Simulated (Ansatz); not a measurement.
# HSO+ (SMILES O=[SH+]): one structure at several levels

The task here is to estimate one member of a computed series from the others.

The runs use Ansatz 0.2.0, Gaussian basis; single points in def2-TZVPP.

Cores are frozen in the correlated methods.

### The system as given

SMILES `O=[SH+]`, 3 atoms, charge 1, spin multiplicity 1.

Atoms are counted from 1 here; the program's logs count them from 0.

Bond lengths: O1–S2 1.388 Å, S2–H3 1.393 Å. Angles: O1–S2–H3 101.8°.

Coordinates:

```xyz
3
charge 1, multiplicity 1
O     0.9481   -0.0791    0.5750
S    -0.1200   -0.6108   -0.1333
H    -0.8931    0.5226   -0.3758
```

The first run:

run/in.yaml

```yaml
crystal:
  periodic: [false, false, false]
  atoms:
    - {symbol: O, position_ang: [0.948100, -0.079100, 0.575000]}
    - {symbol: S, position_ang: [-0.120000, -0.610800, -0.133300]}
    - {symbol: H, position_ang: [-0.893100, 0.522600, -0.375800]}
basis:
  gaussian: {orbitals: def2-TZVPP}
total_charge: 1
correlation: {method: ccsd_t}
output: {forces: true}
```

The command line of these runs was not kept.

Among the steps run: CCSD(T)/def2-TZVPP; PBE0-D4/def2-TZVPP; wB97M-V/def2-TZVPP; r2SCAN-D4/def2-TZVPP; PBE-D4/def2-TZVPP; r2SCAN0-D4/def2-TZVPP; SPW92/def2-TZVPP.

One table of the session follows, with a row left open; its other results are not shown here.

```
    method  RMS force component (eV/Å)  angle to CCSD(T) forces (°)
   CCSD(T)                       2.182                    reference
   PBE0-D4                       1.595                          2.3
   wB97M-V                       1.578                          0.7
 r2SCAN-D4                           ?                            ?
    PBE-D4                       2.293                          7.3
r2SCAN0-D4                       1.356                          3.2
     SPW92                       1.858                          9.5
```

Q: Estimate the row for r2SCAN-D4 from the others.

As computed: RMS force component (eV/Å): 1.880; angle to CCSD(T) forces (°): 3.9. In the column «RMS force component (eV/Å)» it lies between SPW92 (1.858) and CCSD(T) (2.182).
